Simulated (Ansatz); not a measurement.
# C₂H₂OS (SMILES c1cso1): single points off equilibrium

The task here is to estimate one member of a computed series from the others.

Program: Ansatz 0.2.0, Gaussian basis. Level of theory: single points in def2-TZVPP. These are calculated values, not measurements.

Correlated methods freeze the cores.

**The starting structure**

SMILES `c1cso1`, 6 atoms, charge 0, spin multiplicity 1.

Atoms are counted from 1 here; the program's logs count them from 0.

Bond lengths: C1–C2 1.304 Å, C1–O4 1.383 Å, C1–H5 1.217 Å, C2–S3 1.690 Å, C2–H6 1.091 Å, S3–O4 1.536 Å. Angles: C2–C1–O4 94.2°, C2–C1–H5 142.9°, O4–C1–H5 118.4°, C1–C2–S3 93.2°, C1–C2–H6 137.9°, S3–C2–H6 127.9°, C2–S3–O4 75.0°, C1–O4–S3 97.2°.

As a file:

```
C    -0.3449    0.2068   -0.5110
C     0.2281    0.2383    0.6594
S     0.6391   -1.4001    0.6088
O     0.0099   -1.1059   -0.7610
H    -0.6718    0.9078   -1.4509
H     0.3037    0.9221    1.5064
```

Set-up of the first run:

Input file run/in.yaml:

```yaml
crystal:
  periodic: [false, false, false]
  atoms:
    - {symbol: C, position_ang: [-0.344900, 0.206800, -0.511000]}
    - {symbol: C, position_ang: [0.228100, 0.238300, 0.659400]}
    - {symbol: S, position_ang: [0.639100, -1.400100, 0.608800]}
    - {symbol: O, position_ang: [0.009900, -1.105900, -0.761000]}
    - {symbol: H, position_ang: [-0.671800, 0.907800, -1.450900]}
    - {symbol: H, position_ang: [0.303700, 0.922100, 1.506400]}
basis:
  gaussian: {orbitals: def2-TZVPP}
correlation: {method: ccsd_t}
output: {forces: true}
```

The command line of these runs was not kept.

Among the steps run: CCSD(T)/def2-TZVPP; PBE0-D4/def2-TZVPP; wB97M-V/def2-TZVPP; r2SCAN-D4/def2-TZVPP; PBE-D4/def2-TZVPP; SPW92/def2-TZVPP; BHLYP-D4/def2-TZVPP.

One table of the session follows, with a row left open; its other results are not shown here.

```
   method  RMS force component (eV/Å)  angle to CCSD(T) forces (°)  dipole (D)
  CCSD(T)                       3.114                    reference        1.35
  PBE0-D4                       2.816                          3.7        1.31
  wB97M-V                           ?                            ?           ?
r2SCAN-D4                       2.950                          2.0        1.22
   PBE-D4                       3.053                          2.6        1.11
    SPW92                       2.691                          5.0        1.16
 BHLYP-D4                       2.716                          7.2        1.52
```

**Question.** Estimate the row for wB97M-V.

The run gave: RMS force component (eV/Å): 2.869; angle to CCSD(T) forces (°): 3.5; dipole (D): 1.36. In the column «RMS force component (eV/Å)» it lies between PBE0-D4 (2.816) and r2SCAN-D4 (2.950).
